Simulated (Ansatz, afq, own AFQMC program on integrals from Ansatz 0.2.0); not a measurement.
CH$_{4}$, singlet: AFQMC among the cluster methods

```xyz
5

C     0.0094    0.0094   -0.0094
H     0.6375    0.6394    0.6198
H    -0.7725   -0.7666    0.7693
H    -0.6171    0.6375   -0.6419
H     0.6396   -0.6221   -0.6351
```

Basis 6-31G. Noble-gas cores (and the filled d shells of Ga–Kr and In–Xe) are frozen. Integrals, coupled cluster, full CI and functionals: Ansatz 0.2.0; the random walks run on the same integrals in our own AFQMC program. ph-AFQMC/CISD is guided by a CISD state made of CCSD amplitudes; releasing the constraint for a short imaginary time cuts its bias at the price of noise, slowly where states lie close. Uncertainties: one standard error, sampling alone.

Determinant: RHF, the one that the program's search chose, which needn't be the lowest solution. The geometry is a point of a scan.

Full CI on the same integrals is exact in this basis and with this determinant's frozen core.

```
T1 diagnostic                               : 0.0061
weight of the determinant in the CISD state : 0.938
size of the correlated space                : 8 electrons in 16 orbitals
```

```json
{"level": "MP2", "correlation energy (eV)": "-2.8008"}
{"level": "CCSD", "correlation energy (eV)": "-3.3809"}
{"level": "CCSD(T)", "correlation energy (eV)": "-3.4343"}
```

Question: Estimate where AFQMC with the constraint released lies against CCSD(T) on the same integrals.

Answer: 0.34 ± 0.04 mEh below CCSD(T).

Reference: full CI, correlation energy -3.444 eV. The released energy is read at 2.40 1/Eh (meV from the phaseless value at times in 1/Eh: -1.4 ± 1.7 at 0.24, -0.8 ± 0.9 at 0.51, 0.1 ± 1.3 at 0.99, -0.2 ± 1.0 at 1.62, 1.2 ± 1.1 at 2.40).

```json
{"level": "CCSD(T)", "E − E(reference) (mEh)": "0.34", "share of correlation (%)": "99.73"}
{"level": "CCSDT", "E − E(reference) (mEh)": "0.09", "share of correlation (%)": "99.93"}
{"level": "CCSDT(Q)", "E − E(reference) (mEh)": "0.01", "share of correlation (%)": "100.00"}
{"level": "CCSDTQ", "E − E(reference) (mEh)": "0.01", "share of correlation (%)": "99.99"}
{"level": "ph-AFQMC/CISD", "E − E(reference) (mEh)": "-0.03 ± 0.08", "share of correlation (%)": "100.03"}
{"level": "released AFQMC", "E − E(reference) (mEh)": "0.01 ± 0.04", "share of correlation (%)": "99.99"}
```

CCSDT and higher add their correlation energy to the determinant of the CCSD(T) run, since their own runs factorise the integrals more tightly (a shift of under 2 meV). A walk keeps the symmetry of its determinant, which the program's search chose and which needn't be the lowest solution, so a lower state of the same spin and another symmetry isn't excluded. Released energies are given only where the last usable release times agree within the noise; a slower fall can still hide under it.
